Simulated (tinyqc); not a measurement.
Worked calculation: UKS/PBE in the sto-3g basis, for BH, spin multiplicity 3. One step of it, computed by the program tinyqc.

Task: Iteration 2: DIIS coefficients. Solve [B -1; -1 0][c; lambda] = [0; -1] for the coefficients, which sum to one.

B (overlaps of the stored error matrices):
```
                1               2
1   2.9810281e-01  -4.3125965e-02
2  -4.3125965e-02   2.5357579e-02
```

Give: DIIS coefficients.

Result:

DIIS coefficients: 0.1672  0.8328
